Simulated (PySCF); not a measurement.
# C5H8S: the cost of one run

Programs: PySCF 2.14.0, with routines of our own; each step states its level. All values are computed. Atoms count from 0.

### 1 The system as given

14 atoms, charge 0, multiplicity 1; geometry from: GFN2-xTB.

### 2 Relaxing the molecule at PBE0-D3(BJ)/def2-SVP

Job settings and geometry (Å):

```
{"job": {"xc": "PBE0", "basis": "def2-SVP", "d3": "d3bj", "grid": 1, "kind": "geom"}, "charge": 0, "multiplicity": 1}
C      2.391087    -0.262315    -0.108893
S      1.015803    -1.232223     0.592755
C     -0.308784    -0.180578     0.135916
C     -1.024742     0.904250     0.890410
C     -1.783710    -0.254597     0.330671
C     -1.226329    -0.193078    -1.054227
H      2.417976     0.714630     0.363512
H      2.250724    -0.167330    -1.181324
H      3.303021    -0.809579     0.104962
H     -1.125060     1.878327     0.422667
H     -0.885626     0.943226     1.963176
H     -2.427527    -0.966802     0.798537
H     -1.336194     0.720826    -1.628878
H     -1.261318    -1.095229    -1.651449
```

Run with:

```
$ OMP_NUM_THREADS=1 python excited_run.py task.json out
```

This one command runs all jobs of the session in turn.

**Question.** How long does this first job take on 1 thread of Arm Neoverse N1, shared host, and how much memory does it need?

About 55 s, with a peak of 0.58 GiB.
